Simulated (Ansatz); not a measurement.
# C₄H₆S: one species, many methods

An exercise on one series of results from a longer session: the logs are not shown, and one member is left open.

Method: functionals in def2-TZVPP, the program's frozen cores in correlated methods; program: Ansatz 0.2.0, Gaussian basis.

Levels to be run: LDA (SPW92), PBE-D4, revPBE-D4, BLYP-D4, r2SCAN-D4, B97M-V, PBE0-D4, B3LYP-D4, r2SCANh-D4, r2SCAN0-D4, HSE06-D4, BHLYP-D4, CAM-B3LYP-D4, LC-ωPBE, ωB97X-V, ωB97M-V, B2PLYP, PBE-QIDH; CCSD(T)/def2-SVP; CCSD(T)/def2-TZVPP; MP2/def2-QZVPP; extrapolation to the limit; RPA on PBE.

### Structure used throughout

All runs share one geometry, relaxed beforehand with PBE0-D4 in a triple-zeta def2 set.

SMILES `C=C(C)C=S`, 11 atoms, charge 0, spin multiplicity 1.

Atoms are counted from 1 here; the program's logs count them from 0.

Bond lengths: C1–C2 1.341 Å, C1–H6 1.084 Å, C1–H7 1.085 Å, C2–C3 1.491 Å, C2–C4 1.453 Å, C3–H8 1.090 Å, C3–H9 1.093 Å, C3–H10 1.093 Å, C4–S5 1.618 Å, C4–H11 1.093 Å. Angles: C2–C1–H6 121.8°, C2–C1–H7 121.0°, H6–C1–H7 117.2°, C1–C2–C3 123.2°, C1–C2–C4 117.4°, C3–C2–C4 119.5°, C2–C3–H8 111.1°, C2–C3–H9 110.5°, C2–C3–H10 110.5°, H8–C3–H9 109.2°, H8–C3–H10 109.2°, H9–C3–H10 106.2°, C2–C4–S5 126.2°, C2–C4–H11 114.2°, S5–C4–H11 119.5°.

Set-up of the first run:

Contents of in.yaml:

```yaml
crystal:
  periodic: [false, false, false]
  atoms:
    - {symbol: C, position_ang: [0.687239, 1.249881, 0.455879]}
    - {symbol: C, position_ang: [0.143025, 0.107785, 0.012528]}
    - {symbol: C, position_ang: [-1.253918, -0.306863, 0.329398]}
    - {symbol: C, position_ang: [0.973124, -0.750985, -0.814544]}
    - {symbol: S, position_ang: [0.536263, -2.168729, -1.459586]}
    - {symbol: H, position_ang: [0.132522, 1.943287, 1.077713]}
    - {symbol: H, position_ang: [1.707799, 1.516558, 0.203454]}
    - {symbol: H, position_ang: [-1.750079, 0.434482, 0.955834]}
    - {symbol: H, position_ang: [-1.830028, -0.445046, -0.588555]}
    - {symbol: H, position_ang: [-1.260279, -1.272009, 0.841336]}
    - {symbol: H, position_ang: [1.979631, -0.365361, -0.992855]}
basis:
  gaussian: {orbitals: def2-TZVPP}
hamiltonian: {xc: lda}
output: {orbitals: {seedname: orbitals}}
```

Among the steps run: LDA; PBE-D4 (GGA); revPBE-D4 (GGA); BLYP-D4 (GGA); r2SCAN-D4 (meta-GGA); B97M-V (meta-GGA); PBE0-D4 (hybrid); B3LYP-D4 (hybrid); r2SCANh-D4 (hybrid); r2SCAN0-D4 (hybrid); HSE06-D4 (hybrid); BHLYP-D4 (hybrid); CAM-B3LYP-D4 (range-separated); LC-ωPBE (range-separated); ωB97X-V (range-separated); ωB97M-V (range-separated); B2PLYP (double hybrid); PBE-QIDH (double hybrid).

One table of the session follows, with a row left open; its other results are not shown here.

It belongs to the step «Orbital energies across the functionals». 

```
  functional  HOMO (eV)  LUMO (eV)  gap (eV)
 LDA (SPW92)      -5.35      -3.65      1.70
      PBE-D4      -5.20      -3.44      1.77
   revPBE-D4      -5.15      -3.36      1.79
     BLYP-D4      -5.04      -3.27      1.78
   r2SCAN-D4          ?          ?         ?
      B97M-V      -5.50      -3.29      2.21
     PBE0-D4      -6.45      -2.60      3.85
    B3LYP-D4      -6.20      -2.77      3.43
  r2SCANh-D4      -5.89      -3.06      2.83
  r2SCAN0-D4      -6.59      -2.57      4.02
    HSE06-D4      -6.05      -2.98      3.07
    BHLYP-D4      -7.55      -1.58      5.97
CAM-B3LYP-D4      -7.80      -1.51      6.30
     LC-ωPBE      -9.23      -0.50      8.74
     ωB97X-V      -8.85      -0.51      8.34
     ωB97M-V      -8.69      -0.55      8.15
```

**Question.** Estimate the row for r2SCAN-D4.

Worked estimate for «HOMO (eV)». Against the share of exact exchange, r2SCANh-D4 (0.1, -5.89), r2SCAN0-D4 (0.25, -6.59) give a slope of -4.67 per unit share; at 0 the line stands at -5.42.

**Answer.** HOMO (eV): -5.42; LUMO (eV): -3.37; gap (eV): 2.05. In «HOMO (eV)» the line misses by 0.00.
